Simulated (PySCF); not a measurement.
Molecule: `InChI=1S/C4H8O2/c1-2-6-4-3-5-1/h1-4H2`.

Cartesian coordinates in Å; atom numbers follow the order of the lines, from 1:
```xyz
14

C     0.486    1.280    0.203
C     1.348    0.036    0.309
O     0.574   -1.073    0.692
C    -0.486   -1.280   -0.207
C    -1.348   -0.036   -0.313
O    -0.574    1.073   -0.696
H     0.093    1.536    1.208
H     1.072    2.134   -0.168
H     1.834   -0.154   -0.671
H     2.137    0.166    1.065
H    -1.072   -2.134    0.164
H    -0.093   -1.536   -1.213
H    -2.137   -0.166   -1.069
H    -1.834    0.154    0.667
```

Geometry PBE0-D3(BJ)/def2-SVP throughout; GIAO in PySCF, gas phase, one conformer, non-relativistic; equivalent atoms averaged; basis pcSseg-1.

For orientation, PBE gives these absolute shieldings σ: C1/C2/C4/C5 108.6, O3/O6 277.4, H7/H8/H9/H10/H11/H12/H13/H14 27.64 ppm.

A run gave: C1/C2/C4/C5 108.3, O3/O6 279.9, H7/H8/H9/H10/H11/H12/H13/H14 27.70 ppm (absolute shieldings σ).

Problem. Which functional was used in that run?
A. WP04
B. CAM-B3LYP
C. mPW1PW91
D. KT2
E. BP86

Solution. E. C1/C2/C4/C5 tells them apart best: BP86 gives 108.3, CAM-B3LYP gives 112.7, mPW1PW91 gives 115.1, WP04 gives 103.0, KT2 gives 112.9 ppm.
